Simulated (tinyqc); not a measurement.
Born-Oppenheimer dynamics on the B3LYP (VWN-RPA form)/sto-3g surface (energies and gradients from PySCF), for H2O, spin multiplicity 1, step by step. Computed by tinyqc, a small Python program that keeps every step (integrals from PySCF). Settings: charge = 0, multiplicity = 1, basis = sto-3g, functional = b3lyp, time step (fs) = 0.5, steps = 16. Command: `OMP_NUM_THREADS=1 python tinyqc.py 20997 20998 out.jsonl` (the two numbers bound the seeds that draw the settings). One thread of a shared host (Intel(R) Xeon(R) Processor @ 2.60GHz), about 8 s of CPU time with the checks.

positions (bohr):
```
            x          y         z
1O  -0.064251   0.024566  0.060471
2H   0.030236   1.279345  1.118718
3H  -0.085038  -1.235881  1.194307
```

The total energy should stay constant up to terms of order dt^2; the step counts as short enough if it moves by less than 2 % of the largest kinetic energy.

Trajectory:
```
time (fs)  1O-2H (angstrom)  potential (hartree)  kinetic (hartree)  total (hartree)
0.000000           0.870055         -75.27545588         0.00006985     -75.27538603
0.500000           0.883447         -75.28381900         0.00788533     -75.27593367
1.000000           0.922947         -75.30315000         0.02624326     -75.27690674
1.500000           0.979035         -75.31851054         0.04122862     -75.27728191
2.000000           1.041463         -75.32253906         0.04544947     -75.27708959
2.500000           1.102155         -75.31655627         0.03983184     -75.27672443
3.000000           1.155683         -75.30526777         0.02885345     -75.27641432
3.500000           1.198708         -75.29312006         0.01690880     -75.27621126
4.000000           1.229287         -75.28319782         0.00710081     -75.27609700
4.500000           1.246356         -75.27730808         0.00126388     -75.27604420
5.000000           1.249416         -75.27630897         0.00027284     -75.27603612
5.500000           1.238382         -75.28033319         0.00426315     -75.27607004
6.000000           1.213560         -75.28882572         0.01266839     -75.27615732
6.500000           1.175739         -75.30038906         0.02406692     -75.27632214
7.000000           1.126435         -75.31247556         0.03588497     -75.27659060
7.500000           1.068317         -75.32113672         0.04418787     -75.27694885
8.000000           1.005848         -75.32150638         0.04425623     -75.27725015
```

Is the time step short enough?

No. The total energy moves within 1.9e-03 hartree; that is over 2 % of the largest kinetic energy, so the time step is too long.
